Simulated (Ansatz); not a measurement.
CrAgO$_{2}$: experiment and calculation

**The experiment to reproduce.**

From “Magneto-elastic coupling and unconventional magnetic ordering in triangular multiferroic AgCrS2”, 2010, arxiv:1009.2616, for a bulk crystal of CrAgO2: lattice constant a 2.9843 ± 0.0004 Å.

How close the calculation comes is told below.

The calculation used Ansatz, DFT PBEsol, scalar-relativistic, plane waves, PAW.

Settings: cutoff 420 eV, Γ-centred mesh 12×12×12 on the computed 4-atom cell, Gaussian smearing of 0.02 eV; collinear spin from starting moments 2.59 0 0 0 μB.

Relaxed structure, symmetry kept:

Space group R-3m:H (No. 166). a = 2.966 Å, b = 2.966 Å, c = 18.454 Å, α = 90.00°, β = 90.00°, γ = 120.00°
```tsv
atom	site	symmetry	x	y	z
Cr	3b	-3m	0.6667	0.3333	0.8333
Ag	3a	-3m	0.0000	0.0000	0.0000
O	6c	3m	0.3333	0.6667	0.7800
```

```json
{
  "Space group": "R-3m (No. 166)",
  "Volume per atom": "79.1 bohr³",
  "Formation energy from the elements' standard states (uncorrected)": "-1.338 eV/atom",
  "Kohn–Sham band gap": "0.28 eV, indirect from (0.000, 0.365, -0.365) to Γ",
  "Löwdin character of the top 1 eV of the valence band": "Cr 3d 77 %, O 2p 15 %",
  "Löwdin character of the lowest 1 eV of the conduction band": "Cr 3d 34 %, Ag 5s 26 %, O 2p 14 %, Ag 4d 10 %, O 2s 7 %, unprojected 8 % (semilocal functionals without a Hubbard U place empty 3d levels too low)",
  "Electron masses at the edge by Cartesian direction of the standard setting (m_e; degenerate bands sorted by energy; no spin-orbit coupling)": "x: 1.7; y: 1.7; z: 0.25",
  "Hole masses at the edge by Cartesian direction of the standard setting (m_e; degenerate bands sorted by energy; no spin-orbit coupling)": "x: 2.3; y: 2.1; z: 4.6",
  "Bulk modulus": "161 GPa",
  "Its pressure derivative": "4.4",
  "Bader charges (e)": "Cr (1 in the cell) 1.73, Ag (1 in the cell) 0.46, O (2 in the cell) -1.10",
  "Total moment": "3.00 μB per cell",
  "Site moments (μB; atoms counted from 1 over the whole cell)": "Cr (atom 1) 2.36"
}
```

Only this magnetic start was tried.

Measured lattice constant a of CrAgO2: 2.9843 Å (quoted in the paper above). This calculation gives 2.966 Å (-0.6 %). The calculation is for 0 K without zero-point motion. The calculated magnetic order may not be the real one, and cell, gap and energy hang on it, so these differences aren't the functional's alone.

Cost: 8 runs of about 6.4 core-minutes in all, on Intel Xeon 6975P-C (Granite Rapids) (shared hosts).